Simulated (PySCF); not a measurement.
# Bond length, frequency and bond energy of LiN⁺ by level of theory

State: ⁴Σ⁻ (quartet), unpaired electrons σ ↑, π ↑↑. Set-up: PySCF, no relativity, basis sets Li cc-pVDZ, N cc-pVDZ. De refers to Li⁺ + N in their high-spin ground configurations, without counterpoise correction. The functionals are run spin-unrestricted. A positive dipole points towards N; it is taken about the centre of mass and depends on that origin.

| Level | Re (Å) | ωe (cm⁻¹) | De (eV) | μ (D) | CPU s a point (SCF and correlation, without the integrals) |
| --- | --- | --- | --- | --- | --- |
| UHF | 2.331 | 238 | 0.216 | -6.66 | 0.028 |
| UHF-MP2 | 2.348 | 242 | 0.242 | n/a | 0.041 |
| UHF-SCS-MP2 | 2.349 | 241 | 0.236 | n/a | n/a |
| UHF-CCSD | 2.348 | 244 | 0.251 | n/a | n/a |
| UHF-CCSD(T) | 2.346 | 246 | 0.257 | n/a | 0.37 |
| PBE | 2.323 | 254 | 0.327 | -6.47 | 0.19 |
| revPBE | 2.356 | 243 | 0.310 | -6.59 | 0.14 |
| r²SCAN | 2.355 | 234 | 0.246 | -6.66 | 0.29 |
| r²SCANh | 2.349 | 235 | 0.241 | -6.65 | 0.3 |
| PBE0 | 2.319 | 249 | 0.279 | -6.53 | 0.31 |
| B97-3 | 2.374 | 222 | 0.234 | -6.78 | 0.16 |
| HSE06 | 2.317 | 251 | 0.282 | -6.52 | 0.34 |

Task: Which functional lies closest to UHF-CCSD(T) in De, which farthest, and by how much do they differ from it?

Result: Closest is r²SCAN (+0.9 pm in Re, -4.9 % in ωe, -0.01 eV in De against UHF-CCSD(T) in the same basis), farthest PBE (-2.3 pm in Re, +3.3 % in ωe, +0.07 eV in De). CCSD(T) converges more slowly with the basis than the functionals do and binds too weakly in this one, so the order can change at the basis-set limit.

Task: What does a quarter of exact exchange do here, going from PBE to PBE0?

Result: PBE0 less PBE: -0.4 pm in Re, -2.0 % in ωe, -0.05 eV in De. Exact exchange removes part of the self-interaction that spreads semilocal densities, and in most molecules shortens and stiffens the bond and lowers De; here ωe goes the other way.

Task: What does second-order correlation do here, going from UHF to UHF-MP2?

Result: UHF-MP2 less UHF: +1.7 pm in Re, +1.7 % in ωe, +0.03 eV in De. Correlation nearly always deepens the well. The bond lengthens, as in strong covalent bonds, where excitations into antibonding orbitals dominate.

Correlated steps freeze 1 core orbital. The bond is weak. Basis-set superposition, not corrected here, can be much of De in a small basis, most of all at correlated wavefunction levels. For an ion De counts to the pair picked by the measured ionisation energies or electron affinities, which need not be the lowest pair at this level. The state was picked by a PBE0 search and need not be the measured ground state.

The whole job (state search and all levels along the bond) took about 0.52 min on 1 thread of Arm Neoverse V1 (shared host), peak memory 0.35 GiB.
